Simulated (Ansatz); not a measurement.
# C2H5NO: the cost of one run

Method: RKS B3LYP-D4/6-31G*, in Ansatz 0.2.0.

**1. The starting structure**

Bond lengths: N1–C2 1.392 Å, C2–C3 1.493 Å, C2–O4 1.468 Å, C3–O4 1.482 Å, N1–H5 1.035 Å, N1–H6 1.070 Å, C2–H7 1.106 Å, C3–H8 1.126 Å, C3–H9 1.033 Å. Angles (14 of 16 angles, heavy atoms first): N1–C2–C3 119.0°, N1–C2–O4 114.6°, C3–C2–O4 60.1°, C2–C3–O4 59.1°, C2–O4–C3 60.8°, N1–C2–H7 118.0°, C3–C2–H7 117.6°, O4–C2–H7 113.9°, C2–N1–H5 113.4°, C2–N1–H6 111.8°, C2–C3–H8 115.6°, C2–C3–H9 121.3°, O4–C3–H8 110.7°, O4–C3–H9 123.4°.

Coordinates:

```xyz
9

N    -0.9342    0.8909   -0.3869
C     0.2102    0.3966    0.2320
C     0.3547   -1.0780    0.4127
O     1.1022   -0.3648   -0.6505
H    -1.2391    0.3265   -1.1986
H    -0.7627    1.8491   -0.8316
H     0.7399    1.0554    0.9455
H     1.0487   -1.4009    1.2379
H    -0.4313   -1.7210    0.2224
```

**2. Relaxing end A**

The input, input.yaml:

```yaml
crystal:
  periodic: [false, false, false]
  atoms:
    - { symbol: "N", position_ang: [-0.9342, 0.8909, -0.3869] }
    - { symbol: C, position_ang: [0.2102, 0.3966, 0.232] }
    - { symbol: C, position_ang: [0.3547, -1.078, 0.4127] }
    - { symbol: O, position_ang: [1.1022, -0.3648, -0.6505] }
    - { symbol: H, position_ang: [-1.2391, 0.3265, -1.1986] }
    - { symbol: H, position_ang: [-0.7627, 1.8491, -0.8316] }
    - { symbol: H, position_ang: [0.7399, 1.0554, 0.9455] }
    - { symbol: H, position_ang: [1.0487, -1.4009, 1.2379] }
    - { symbol: H, position_ang: [-0.4313, -1.721, 0.2224] }
basis:
  gaussian: { orbitals: "6-31G*" }
hamiltonian:
  xc: b3lyp
  dispersion: d4
relax:
  f_tol: 0.02
  max_steps: 50
```

Started as:

```console
> ansatz run input.yaml --threads 1 --pin off --max-ram 2048MiB --backend cpu --events-out ev --progress --plain --runs-dir out
```

Q: Estimate wall time and peak memory on 1 thread of an x86-64 CPU, shared host.

About 11 s, with a peak of 0.15 GiB.
